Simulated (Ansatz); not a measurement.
C2H6Si⁺, that is SiMe2 with one electron fewer. The state is a doublet with charge 1. Geometry B3LYP-D4/def2-TZVP, that of the neutral singlet; atoms count from 1.

```xyz
9

Si    0.6974    0.6678    0.8744
C    -1.0555    0.9555    0.1817
H    -1.6949    0.0976    0.4253
H    -1.0323    1.0190   -0.9131
H    -1.5291    1.8568    0.5715
C     1.1046   -0.9087   -0.1176
H     1.0951   -0.6780   -1.1907
H     0.3372   -1.6766    0.0375
H     2.0775   -1.3334    0.1309
```

(1) Estimate the Mulliken populations from the PBE0/def2-TZVP orbitals of Ansatz.

(2) Where does the spin sit?

(3) And the Mayer bond orders between heavy atoms (over 0.3)?

Answers

(1) 
| atom | charge (e) | spin (α − β) |
| --- | --- | --- |
| Si1 | 0.67 | 0.71 |
| C2 | -0.46 | 0.13 |
| H3 | 0.21 | 0.01 |
| H4 | 0.21 | 0.01 |
| H5 | 0.21 | 0.00 |
| C6 | -0.46 | 0.13 |
| H7 | 0.21 | 0.01 |
| H8 | 0.21 | 0.01 |
| H9 | 0.21 | 0.00 |
Mulliken values depend strongly on the basis.

(2) Summed by element: Si 0.71, C 0.26, H 0.03, of 1 unpaired in all. Largest on single atoms: Si1 0.71, C2 0.13, C6 0.13.

(3) Si1–C2 1.07 (1.91 Å); Si1–C6 1.07 (1.91 Å).
